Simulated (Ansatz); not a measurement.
A run for Ansatz (a first-principles code): R-wB97X-V/def2-TZVPPD on C2H2 (SMILES C#C) with ghost functions. Files ending in .json are basis or fitting sets from the Basis Set Exchange.

Ansatz 0.2 input:
```yaml
crystal:
  periodic: [false, false, false]
  atoms:
    - {symbol: C, position_ang: [-0.00589739, 0.06780612, 1.94005495]}
    - {symbol: H, position_ang: [-0.00250339, 0.03407112, 0.87675795]}
    - {symbol: C, position_ang: [-0.00983439, 0.10609612, 3.15152095]}
    - {symbol: H, position_ang: [-0.01310039, 0.13947212, 4.21243195]}
basis:
  gaussian:
    orbitals: def2-TZVPPD.json
    ghost_atoms:
      - {symbol: C, position_ang: [-0.59805939, -0.08688688, -2.54707305]}
      - {symbol: H, position_ang: [-1.66006439, -0.08684388, -2.55299405]}
      - {symbol: C, position_ang: [0.61377961, -0.08698088, -2.54384405]}
      - {symbol: H, position_ang: [1.67580561, -0.08710988, -2.54404005]}
hamiltonian:
  xc: {name: wB97X-V}
scf: {lower_state_search: off}
```

The log:

```
WARN ansatz: RAYON_NUM_THREADS=2 ignored (pool sized by the plan → 2); use --threads N
Functional definition: wB97X-V
these checks for a lower state are left out or cut short: stability, starts, cluster_reference, orbital_swaps, neighbouring_geometries, increment
integrals: 0.11 GiB planned
882 factors; their error is unknown
integrals: 0.14 GiB planned
287 factors; integrals over basis functions are off by at most 7.6e-5 eV
mean field: 1.01 GiB planned
mean field evaluation 1: about -2102.3667 eV, gradient 2.9e1 eV
mean field evaluation 2: about -2103.7158 eV, gradient 1.6e1 eV
mean field evaluation 4: about -2104.3162 eV, gradient 1.0e-1 eV
mean field evaluation 8: about -2104.3148 eV, gradient 4.0e-1 eV
mean field -2104.31493118 eV, -77.3321473649 hartree, gradient 6.2e-6 eV, S^2 0.000000; 0 other end points of the search recorded, 0 dependent functions left out
reference -2104.31492977 eV, -77.3321473133 hartree; 7, 7 occupied and 209, 209 virtual orbitals, 882 factors
Total energy: -2104.31492977 eV, -77.3321473133 hartree
Checks for a lower state left out: stability, starts, cluster_reference, orbital_swaps, neighbouring_geometries, increment
```

The calculation finished and met its thresholds.

Cost: very roughly 6 core-seconds.
